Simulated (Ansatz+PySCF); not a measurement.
singlet NO2(-): levels of theory in one basis

```xyz
3

N    -0.0014   -0.0099   -0.4572
O    -0.0056    1.0674    0.2053
O    -0.0078   -1.0556    0.1971
```

Basis set: def2-SVP (spherical functions). Correlated methods keep 3 orbitals frozen. Charge -1, multiplicity 1.

Computed with Ansatz (development build ahead of 0.2.0); each method stands on the lowest determinant of its kind that the runs found. NEVPT2 correlates all electrons. Active spaces start from the frontier orbitals, and the lowest solution found is given.

```json
{"method": "RHF", "E − E(RHF) (eV)": "0.00", "<S²> of the determinant": "0.00"}
{"method": "RHF-MP2", "E − E(RHF) (eV)": "-14.58", "<S²> of the determinant": "–"}
{"method": "RHF-CCSD", "E − E(RHF) (eV)": "-14.61", "<S²> of the determinant": "–"}
{"method": "RHF-CCSD(T)", "E − E(RHF) (eV)": "-15.13", "<S²> of the determinant": "–"}
{"method": "CASSCF(4,3)", "E − E(RHF) (eV)": "-0.97", "<S²> of the determinant": "–"}
{"method": "SC-NEVPT2(4,3)", "E − E(RHF) (eV)": "-15.09", "<S²> of the determinant": "–"}
```

(1) Is a single determinant a sound starting point here?

## Answers

(1) By this sign, yes. Unrestricted orbitals gain 0.00 eV and <S²> is 0.00 against 0.00 for a pure state. The CASSCF(4,3) natural occupations are 1.98, 1.94, 0.08.

Caution: no diffuse functions for an anion. Caution for CASSCF(4,3): other starts end on other solutions of this active space.
